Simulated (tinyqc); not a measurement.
Hueckel theory of the pi electrons with the omega technique, for the molecule c1cc[nH]c1 (SMILES; centres numbered as the heavy atoms are written), step by step. Computed by tinyqc, a small Python program that keeps every step. Settings: charge = 0, omega = 0.6, damping = 0.7. Command: `OMP_NUM_THREADS=1 python tinyqc.py 20684 20685 out.jsonl` (the two numbers bound the seeds that draw the settings). One thread of a shared host (Intel(R) Xeon(R) Processor @ 2.60GHz), about 0.01 s of CPU time with the checks.

Centres:
```
centre  z_r, pi electrons of the neutral centre         h
1C                                            1  0.000000
2C                                            1  0.000000
3C                                            1  0.000000
4N                                            2  1.370000
5C                                            1  0.000000
```

Bonds:
```
i  j         k
1  2         1
2  3         1
3  4  0.740000
4  5  0.740000
5  1         1
```

Each round sets h_r = h_r(0) + omega (z_r - P_rr), keeping the share named as damping of the old diagonal; repeat until output and input diagonals agree to 1e-6.

Rounds:
```
round   sum n x  largest |h(out) - h(in)|
1      7.923822                  1.64e-01
2      7.955885                  1.09e-01
3      7.977498                  7.19e-02
4      7.991997                  4.77e-02
5      8.001696                  3.17e-02
6      8.008172                  2.10e-02
7      8.012491                  1.40e-02
8      8.015369                  9.29e-03
9      8.017287                  6.18e-03
10     8.018563                  4.11e-03
11     8.019413                  2.73e-03
12     8.019979                  1.82e-03
13     8.020355                  1.21e-03
14     8.020605                  8.03e-04
15     8.020772                  5.34e-04
16     8.020883                  3.55e-04
17     8.020957                  2.36e-04
18     8.021006                  1.57e-04
19     8.021038                  1.04e-04
20     8.021060                  6.94e-05
21     8.021074                  4.61e-05
22     8.021084                  3.07e-05
23     8.021090                  2.04e-05
24     8.021095                  1.36e-05
25     8.021097                  9.02e-06
26     8.021099                  6.00e-06
27     8.021100                  3.99e-06
28     8.021101                  2.65e-06
29     8.021102                  1.76e-06
30     8.021102                  1.17e-06
31     8.021102                  7.79e-07
```

Can the last value be used, and what does the course show?

Yes. Converged in 31 rounds.
